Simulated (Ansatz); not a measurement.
Born–Oppenheimer molecular dynamics of H7NSi (9 atoms, charge 0, multiplicity 1). It starts at the highest image of a converged band. Of that band: Neighbouring images differ by up to 1.6 eV, so the band resolves the path poorly. A vibrational analysis at the climbing image gives one clearly imaginary mode, 1510i cm⁻¹: a first-order saddle point.

The calculation used RKS CAM-B3LYP/6-31G* in Ansatz.

```yaml
ensemble: NVE (velocity Verlet)
time_step: 0.5 fs
steps_asked: 200
starting_velocities_drawn_for: 300 K
seed: 11410
```

Frames 2.5 fs apart, positions in Å, forces in eV/Å.

Velocities at 20 fs (Å/ps):

```
Si 3.84 -1.31 -4.78
N -1.21 -4.51 10.18
H -1.40 22.33 -9.00
H -6.72 -1.94 -5.23
H -50.23 19.60 -48.38
H 5.59 -8.07 37.48
H -21.00 16.32 -22.15
H 4.32 22.81 -23.73
H -20.84 28.04 62.64
```

```xyz
9
Properties=species:S:1:pos:R:3:forces:R:3 time_fs=20 energy_less_start_eV=-0.652 T=1021
Si 0.092 -0.042 0.049 -1.05 2.75 -1.73
N 0.127 -0.307 2.083 0.39 -1.65 1.23
H -0.747 -0.401 2.592 -0.46 0.54 -0.02
H 0.732 0.310 2.615 -0.01 0.56 0.02
H 1.062 0.525 -1.043 -0.97 0.30 0.11
H -0.699 1.306 0.396 0.86 -0.77 0.10
H -1.091 -0.800 -0.425 -0.20 -0.11 -0.24
H 0.997 -1.111 0.114 1.51 -1.97 0.81
H 0.563 -1.235 2.210 -0.06 0.35 -0.28
9
Properties=species:S:1:pos:R:3:forces:R:3 time_fs=22.5 energy_less_start_eV=-0.901 T=1296
Si 0.100 -0.043 0.035 -1.38 1.93 -2.02
N 0.124 -0.320 2.110 -0.30 0.28 0.62
H -0.771 -0.329 2.573 -0.68 0.48 0.08
H 0.718 0.328 2.605 0.07 0.86 0.05
H 0.909 0.581 -1.158 -0.77 0.02 0.38
H -0.659 1.264 0.492 0.80 -0.56 -0.04
H -1.143 -0.760 -0.483 0.47 0.08 0.18
H 1.054 -1.112 0.079 0.99 -1.14 0.69
H 0.521 -1.184 2.361 0.80 -1.95 0.05
9
Properties=species:S:1:pos:R:3:forces:R:3 time_fs=25 energy_less_start_eV=-1.175 T=1597
Si 0.105 -0.039 0.017 -0.33 -0.13 -2.02
N 0.121 -0.333 2.141 0.01 -0.65 1.96
H -0.828 -0.231 2.556 0.67 0.00 -0.38
H 0.705 0.391 2.595 -0.42 -0.16 -0.44
H 0.711 0.638 -1.251 -0.30 -0.26 0.53
H -0.573 1.191 0.585 0.43 0.16 -0.02
H -1.168 -0.717 -0.532 0.73 0.04 0.49
H 1.166 -1.176 0.084 -0.43 0.67 0.29
H 0.514 -1.221 2.508 -0.35 0.33 -0.40
9
Properties=species:S:1:pos:R:3:forces:R:3 time_fs=27.5 energy_less_start_eV=-1.042 T=1453
Si 0.110 -0.035 -0.006 0.49 -1.13 -1.81
N 0.117 -0.349 2.180 0.05 -0.86 2.13
H -0.851 -0.133 2.519 0.93 -0.63 -0.25
H 0.670 0.446 2.562 -0.20 -0.77 -0.38
H 0.495 0.680 -1.313 0.28 -0.33 0.41
H -0.461 1.127 0.679 0.07 0.90 0.06
H -1.153 -0.673 -0.552 0.36 -0.26 0.59
H 1.256 -1.205 0.106 -1.13 1.52 -0.11
H 0.491 -1.246 2.633 -0.85 1.57 -0.64
9
Properties=species:S:1:pos:R:3:forces:R:3 time_fs=30 energy_less_start_eV=-1.080 T=1494
Si 0.116 -0.034 -0.032 0.78 -0.47 -1.15
N 0.114 -0.368 2.227 -0.31 0.25 0.32
H -0.826 -0.071 2.469 -0.40 -0.73 0.24
H 0.628 0.461 2.509 0.71 -0.30 0.10
H 0.295 0.704 -1.352 0.73 -0.22 0.16
H -0.342 1.113 0.773 0.13 0.78 -0.32
H -1.119 -0.645 -0.538 -0.44 -0.73 0.55
H 1.281 -1.147 0.122 -1.11 1.52 -0.38
H 0.424 -1.192 2.727 -0.10 -0.10 0.46
9
Properties=species:S:1:pos:R:3:forces:R:3 time_fs=32.5 energy_less_start_eV=-1.174 T=1598
Si 0.122 -0.034 -0.061 -0.26 1.39 -0.56
N 0.109 -0.386 2.276 -0.55 0.91 -0.92
H -0.822 -0.050 2.432 -0.95 -0.49 0.39
H 0.624 0.457 2.461 0.97 -0.10 0.41
H 0.138 0.714 -1.381 0.93 -0.12 0.01
H -0.215 1.142 0.847 0.27 0.09 -0.96
H -1.109 -0.660 -0.490 -0.81 -0.93 0.60
H 1.246 -1.003 0.116 -0.01 0.47 -0.38
H 0.349 -1.144 2.849 0.40 -1.22 1.41
9
Properties=species:S:1:pos:R:3:forces:R:3 time_fs=35 energy_less_start_eV=-1.241 T=1672
Si 0.129 -0.030 -0.091 -3.08 3.16 -0.65
N 0.102 -0.401 2.322 -0.43 -0.73 1.00
H -0.864 -0.060 2.416 0.38 -0.42 0.29
H 0.672 0.442 2.436 0.08 -0.71 0.53
H 0.036 0.717 -1.408 0.87 -0.17 -0.01
H -0.073 1.178 0.865 0.16 -0.39 -1.18
H -1.141 -0.727 -0.405 -0.10 -0.48 0.76
H 1.217 -0.836 0.090 2.28 -1.39 -0.06
H 0.293 -1.147 3.037 -0.16 1.15 -0.67
9
Properties=species:S:1:pos:R:3:forces:R:3 time_fs=37.5 energy_less_start_eV=-1.464 T=1918
Si 0.129 -0.020 -0.123 -2.87 1.88 -0.48
N 0.093 -0.419 2.372 -0.30 -1.21 1.67
H -0.888 -0.094 2.418 0.83 0.02 0.22
H 0.727 0.389 2.442 -0.55 -0.57 0.51
H -0.015 0.709 -1.436 0.63 -0.26 -0.08
H 0.077 1.192 0.816 -0.13 -0.40 -0.81
H -1.178 -0.822 -0.276 0.85 0.23 0.63
H 1.309 -0.740 0.058 1.62 -1.01 -0.18
H 0.231 -1.094 3.193 -0.08 1.32 -1.48
9
Properties=species:S:1:pos:R:3:forces:R:3 time_fs=40 energy_less_start_eV=-1.636 T=2107
Si 0.123 -0.006 -0.155 -0.09 -0.60 -0.18
N 0.082 -0.442 2.428 0.10 -0.81 0.04
H -0.870 -0.124 2.433 -0.26 0.78 -0.02
H 0.754 0.306 2.477 -0.20 0.52 0.21
H -0.029 0.685 -1.470 0.29 -0.29 -0.25
H 0.220 1.186 0.720 -0.38 0.10 -0.02
H -1.168 -0.903 -0.111 1.25 0.76 0.21
H 1.487 -0.700 0.014 -1.00 0.23 -0.48
H 0.165 -0.974 3.274 0.31 -0.67 0.49
9
Properties=species:S:1:pos:R:3:forces:R:3 time_fs=42.5 energy_less_start_eV=-1.444 T=1897
Si 0.117 0.006 -0.188 1.64 -1.62 -0.17
N 0.072 -0.468 2.485 0.14 -0.60 -0.32
H -0.863 -0.111 2.446 -0.34 0.84 -0.16
H 0.768 0.251 2.525 0.00 0.88 -0.11
H -0.026 0.644 -1.518 -0.06 -0.30 -0.34
H 0.340 1.185 0.622 -0.49 0.60 0.60
H -1.086 -0.942 0.067 0.97 0.86 -0.24
H 1.615 -0.652 -0.057 -2.07 0.47 -0.47
H 0.115 -0.885 3.380 0.20 -1.14 1.20
9
Properties=species:S:1:pos:R:3:forces:R:3 time_fs=45 energy_less_start_eV=-1.495 T=1952
Si 0.115 0.015 -0.221 2.71 -0.76 -0.19
N 0.063 -0.497 2.542 -0.19 -0.07 2.06
H -0.869 -0.053 2.453 0.85 -0.02 0.14
H 0.778 0.241 2.568 -0.54 -0.03 -0.14
H -0.026 0.586 -1.585 -0.35 -0.31 -0.16
H 0.431 1.217 0.555 -0.64 0.38 0.47
H -0.948 -0.931 0.231 0.15 0.43 -0.43
H 1.624 -0.578 -0.155 -1.92 0.20 -0.29
H 0.077 -0.856 3.538 -0.06 0.17 -1.45
9
Properties=species:S:1:pos:R:3:forces:R:3 time_fs=47.5 energy_less_start_eV=-1.563 T=2027
Si 0.118 0.024 -0.255 2.35 1.05 -0.40
N 0.053 -0.525 2.606 -0.19 0.90 1.80
H -0.833 0.006 2.467 0.64 -0.57 0.31
H 0.760 0.231 2.603 -0.30 -0.52 -0.04
H -0.047 0.509 -1.661 -0.57 -0.27 0.17
H 0.483 1.270 0.516 -0.82 -0.17 0.00
H -0.802 -0.896 0.372 -0.67 -0.19 -0.28
H 1.525 -0.495 -0.271 -0.37 -0.48 -0.08
H 0.036 -0.824 3.624 -0.08 0.25 -1.47
```

Of the whole run (100 fs, mean temperature of the second half 2060 K): The conserved energy stayed within 0.31 meV per atom of its start (net change -0.0084 meV per atom), so the integration is sound. The kinetic energy rose, since the run started high on the potential surface and went downhill. It ends in pieces (H3N + H4Si), so much of that is their flight and rotation, not heat. A run of 0.1 ps of so small a system gives no equilibrium averages. The orbitals stay closed-shell, which can raise the energy where a bond breaks towards radicals; this wasn't checked here.

Run time: 5.1 min on 1 thread of Arm Neoverse V1, on a shared host, peak memory 0.1 GiB.
